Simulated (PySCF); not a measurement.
Silicon: a sound run and one with changed settings

Sound run: Si [Ne] 3s2 3p2, Si⁺ [Ne] 3s2 3p1. Computed with PySCF 2.14 in def2-SVP (4s3p1d, 18 functions), with no relativity, point nucleus. In the sound run the correlated levels freeze [Ne]. The sound run starts from symmetry-adapted Hartree-Fock orbitals and uses a fine grid where one is needed.

Changed run: basis STO-3G. This setting is unsound on purpose.

```tsv
species	method	sound run (hartree)	changed run (hartree)	converged
Si	UHF	-288.75313	-285.46622	yes
Si	BP86	-289.29782	-285.94068	yes
Si	r2SCAN	-289.24461	-285.91261	yes
Si	MP2	-288.79662	-285.47352	yes
Si	CCSD(T)	-288.81556	-285.47963	yes
Si⁺	UHF	-288.47217	-285.32969	yes
Si⁺	BP86	-288.99471	-285.77344	yes
Si⁺	r2SCAN	-288.93854	-285.74395	yes
Si⁺	MP2	-288.50739	-285.34477	yes
Si⁺	CCSD(T)	-288.52584	-285.35653	yes
```

Ionisation energy of Si:

```csv
method,sound run (eV),changed run (eV)
UHF,7.645,3.715
BP86,8.248,4.551
r2SCAN,8.329,4.589
MP2,7.870,3.503
SCS-MP2,7.803,3.461
CCSD,7.875,3.350
CCSD(T),7.884,3.350
```

A minimal basis cannot let orbitals breathe on ionisation and holds almost no correlation.

For comparison, NIST gives 8.152 eV between the lowest levels.
